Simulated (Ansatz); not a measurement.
The first iterations of a band of FH + H4Si (7 atoms, charge 0, multiplicity 1).

Method: Ansatz 0.2.0, RKS B3LYP-D4/def2-SVP.

```json
{"movable images": "2", "climbing image": "yes", "spring": "5.0 eV/Å²", "optimiser": "quadratic models (default)", "start path": "through a guess of the saddle point", "force threshold": "0.05 eV/Å", "iteration limit": "60", "end points": "relaxed"}
```

Image 0:

```xyz
7
Properties=species:S:1:pos:R:3
Si 0.278 0.000 -0.117
H 0.249 0.000 1.380
H 1.707 0.000 -0.542
H -0.395 1.224 -0.623
H -0.395 -1.224 -0.623
F -2.455 0.000 1.280
H -1.752 0.000 1.886
```

Image 3:

```xyz
7
Properties=species:S:1:pos:R:3
Si -0.256 0.000 -0.739
H -0.515 0.000 3.439
H 1.075 0.000 -0.076
H -0.426 1.222 -1.569
H -0.426 -1.222 -1.569
F -1.407 0.000 0.419
H -0.812 0.000 2.737
```

| iteration | highest image above the first end (eV) | largest band force component (eV/Å) |
| --- | --- | --- |
| 1 | 1.720 | 6.251 |
| 2 | 1.273 | 3.631 |
| 3 | 1.337 | 1.564 |

Question: Does the band converge within its limit, and where does its top end?

Answer: The forces met the threshold. It ended after 9 iterations with the highest image 1.383 eV above the first end. Neighbouring images differ by up to 2.1 eV, so the band resolves the path poorly. Another band between the same ends (5 images) ends at a top of the same energy, where a vibrational analysis finds 2 clearly imaginary modes. So few images can step over the top or miss a turn of the path. The orbitals stay closed-shell, which can raise the energy where a bond breaks towards radicals; this wasn't checked here.

The run took 25 s on 1 thread of Arm Neoverse V1, on a shared host, peak memory 0.1 GiB.
